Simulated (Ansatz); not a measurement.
**SiN (doublet): the correlation ladder at distance Si1–N2 = 2.443 Å, 6-31G**

How much of the correlation energy of SiN (doublet) does each wave-function method recover here?

Method: 6-31G, core rule «outside noble gas», up to 6 orbitals frozen; program: Ansatz 0.2.0, Gaussian basis.

The runs, in order: UHF; CCSD(T) on ROHF; CCSD(T) on UHF; BCCD(T) on ROHF; CISD; CCSDT(Q) on ROHF; CCSDT(Q) on UHF; CISDTQ; CCSDTQ on ROHF; CCSDTQ on UHF; CASSCF and MRCISD+Q, 3 electrons in 3 orbitals; CASSCF and NEVPT2, 3 electrons in 3 orbitals; CASSCF and MRCISD+Q, 9 electrons in 8 orbitals; CASSCF and NEVPT2, 9 electrons in 8 orbitals; Full CI.

28 further runs of the same task are left out: 6 for a known fault of the program, 13 that didn't finish, 9 set aside as unsound or not needed.

## Step 1: What is computed

The geometry derives from a PBE0/def2-TZVP stationary point (not a proven minimum). One bond is set to the value named and the two fragments are kept rigid.

2 atoms, charge 0, spin multiplicity 2.

Atoms are counted from 1 here; the program's logs count them from 0.

No contacts short enough for the rule that draws bonds.

## Step 2: UHF

File in.yaml:

```yaml
crystal:
  periodic: [false, false, false]
  atoms:
    - {symbol: Si, position_ang: [0.000000, 0.000000, 0.000000]}
    - {symbol: N, position_ang: [0.000000, 0.000000, 2.443000]}
basis:
  gaussian: {orbitals: 6-31G}
magnetization: {spin_polarized: true, initial_magnetization: 1}
hamiltonian: {xc: hf}
output: {orbitals: {seedname: orbitals}}
```

Command:

```bash
$ ansatz run in.yaml --threads 1 --pin off --events-out ev --progress --plain --max-ram 2393MiB
```

The runs that follow: CCSD(T) on ROHF; CCSD(T) on UHF; BCCD(T) on ROHF; CISD; CCSDT(Q) on ROHF; CCSDT(Q) on UHF; CISDTQ; CCSDTQ on ROHF; CCSDTQ on UHF; CASSCF and MRCISD+Q, 3 electrons in 3 orbitals; CASSCF and NEVPT2, 3 electrons in 3 orbitals; CASSCF and MRCISD+Q, 9 electrons in 8 orbitals; CASSCF and NEVPT2, 9 electrons in 8 orbitals; Full CI.

Q: Predict the results of all the runs planned. Wanted: FCI below the RHF energy; RMP2 from FCI; UMP2 from FCI; RCCSD from FCI; RCCSD(T) from FCI; UCCSD(T) from FCI; RCCSDT(Q) from FCI; UCCSDT(Q) from FCI; NEVPT2 pair from FCI.

As calculated:

| quantity | value |
| --- | --- |
| FCI below the RHF energy | -6.3760 eV |
| RMP2 from FCI | +618.7 meV |
| UMP2 from FCI | +1162.6 meV |
| RCCSD from FCI | +406.1 meV |
| RCCSD(T) from FCI | +38.2 meV |
| UCCSD(T) from FCI | +124.8 meV |
| RCCSDT(Q) from FCI | -19.9 meV |
| UCCSDT(Q) from FCI | +31.4 meV |
| NEVPT2 pair from FCI | +1107.7 meV |
| NEVPT2 valence from FCI | +441.1 meV |
| MRCISD+Q valence from FCI | +27.5 meV |
| levels within 1 kcal/mol (43 meV) | RCCSD(T), RCCSDT(Q), UCCSDT(Q), RCCSDTQ, UCCSDTQ, MRCISD+Q valence |
| T1 diagnostic | 0.139 |
| effectively unpaired electrons | 2.54 |

In words: RCCSD(T) lands +38.2 meV from the yardstick (0.6 % of the correlation energy). CCSD(T) misses by +38.2 meV on the restricted determinant and by +124.8 meV on the unrestricted one; the two need not hold the same state or core. RCCSDT(Q) falls below full CI, which methods that aren't variational can do. With 2.5 effectively unpaired electrons against 1 the state is strongly multireference. Coupled cluster on one determinant still stays close here. Of the multireference levels listed MRCISD+Q valence comes nearest in total energy (+27.5 meV), which doesn't show that its space is the better one. Coupled cluster took another determinant than the lowest Hartree-Fock one. These misses are within one basis, not against nature; the frozen cores of restricted and unrestricted runs differ, which can shift their rows.
